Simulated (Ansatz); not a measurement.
Basis-set extrapolation for C$_{3}$H$_{5}$ClO, SMILES `C=C(O)CCl` (PBE0-D4/def2-TZVP geometry, frozen core, Ansatz 0.2.0). Multiplicity 1, RHF reference.

|  | def2-TZVPP | def2-QZVPP |
| --- | --- | --- |
| HF | -650.944629 | -650.966150 |
| MP2 correlation | -0.920990 | -0.991812 |
| CCSD(T) correlation | -1.002153 | not run |

Energies in hartree. Use E(X) = E(∞) + A·exp(−7.88·√X) for Hartree–Fock and E(X) = E(∞) + B·X^(−2.97) for correlation, with X = 3 and 4, and add CCSD(T) minus MP2 of the smaller set to the MP2 limit.

What is the CCSD(T) energy at the basis-set limit?

HF limit: -650.966150 + (-0.021521) × 0.13774 = -650.96911. MP2 limit: -0.991812 + (-0.070822) × 0.74074 = -1.04427. Higher-order term: -1.002153 − (-0.920990) = -0.08116. Total: -652.09454 hartree, 387.9 kJ/mol below CCSD(T)/def2-TZVPP.
